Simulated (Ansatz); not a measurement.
Geometry optimisation, Ansatz, RKS PBE/6-31G*.

input.yaml

```yaml
crystal:
  periodic: [false, false, false]
  atoms:
    - { symbol: Si, position_ang: [-0.743966, 0.040819, 0.350226] }
    - { symbol: H, position_ang: [1.58791, 0.165597, 1.6274] }
    - { symbol: "N", position_ang: [2.236642, 0.011816, 0.828127] }
    - { symbol: H, position_ang: [1.988688, -0.890756, 0.40539] }
    - { symbol: H, position_ang: [2.053287, 0.74358, 0.1324] }
    - { symbol: H, position_ang: [-0.377091, 0.940135, -0.859714] }
    - { symbol: "N", position_ang: [-0.895498, -1.392219, -0.63129] }
    - { symbol: H, position_ang: [-1.197623, -2.281303, -0.229946] }
    - { symbol: H, position_ang: [-0.734148, -1.46717, -1.636993] }
basis:
  gaussian: { orbitals: "6-31G*" }
hamiltonian:
  xc: pbe
relax:
  f_tol: 0.03
  max_steps: 50
```

Run as:

```bash
$ ansatz run input.yaml --threads 1 --pin off --max-ram 2048MiB --backend cpu --events-out ev --progress --plain --runs-dir out
```

Q: Where does it end, and by what steps?

A: The forces met the threshold. After 10 steps the energy has fallen by 0.010 eV; H4 moved furthest, 0.14 Å.

```csv
step,energy less start (eV),largest force component (eV/Å),accepted
0,0.0000,0.399,yes
1,0.0148,0.786,no
2,0.0043,0.176,no
3,-0.0069,0.207,yes
4,-0.0083,0.126,yes
5,-0.0064,0.144,no
6,-0.0089,0.069,yes
7,-0.0097,0.057,yes
8,-0.0100,0.076,yes
9,-0.0101,0.047,yes
10,-0.0102,0.015,yes
```

```xyz
9
Properties=species:S:1:pos:R:3
Si -0.766 0.060 0.335
H 1.687 0.143 1.667
N 2.206 -0.012 0.798
H 1.860 -0.875 0.366
H 2.014 0.765 0.158
H -0.346 0.939 -0.873
N -0.871 -1.392 -0.625
H -1.173 -2.277 -0.214
H -0.692 -1.482 -1.626
```

Whether the end is a true minimum wasn't checked by a vibrational analysis.

The run took 20 s on 1 thread of Arm Neoverse V2 (shared host), peak memory 0.11 GiB.
